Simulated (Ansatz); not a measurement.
The first iterations of a band of H6NSi2 (9 atoms, charge 0, multiplicity 2).

The calculation used UKS PBE/STO-3G (Ansatz).

```
movable images  : 7
climbing image  : yes
spring          : 5.0 eV/Å²
optimiser       : quadratic models (default)
start path      : through a guess of the saddle point
force threshold : 0.03 eV/Å
iteration limit : 60
end points      : relaxed
```

Image 0:

```xyz
9
Properties=species:S:1:pos:R:3
N -1.885 0.250 -0.917
Si -0.094 0.608 -0.538
Si 0.726 -0.893 0.935
H -2.123 1.161 -1.489
H 0.646 0.558 -1.800
H 0.047 1.975 -0.033
H 2.137 -0.635 1.185
H 0.605 -2.251 0.430
H 0.029 -0.819 2.210
```

Image 8:

```xyz
9
Properties=species:S:1:pos:R:3
N -1.221 0.477 -1.173
Si 0.355 0.924 -0.445
Si 0.854 -0.801 0.950
H -1.667 1.266 -1.719
H -1.159 -0.323 -1.864
H -0.049 2.066 0.395
H 2.149 -0.596 1.586
H 0.941 -2.064 0.228
H -0.116 -0.994 2.024
```

| iteration | highest image above the first end (eV) | largest band force component (eV/Å) |
| --- | --- | --- |
| 1 | 3.659 | 10.463 |
| 2 | 2.319 | 3.660 |

**Question.** Does the band converge within its limit, and where does its top end?

**Answer.** The run converged. It ended after 8 iterations with the highest image 1.981 eV above the first end. Neighbouring images differ by up to 1.2 eV, so the band resolves the path poorly. A vibrational analysis at the climbing image gives one clearly imaginary mode, 1933i cm⁻¹: a first-order saddle point. Limits of this set-up: minimal basis.

Time of the run: 80 s on 1 CPU thread of a shared host.
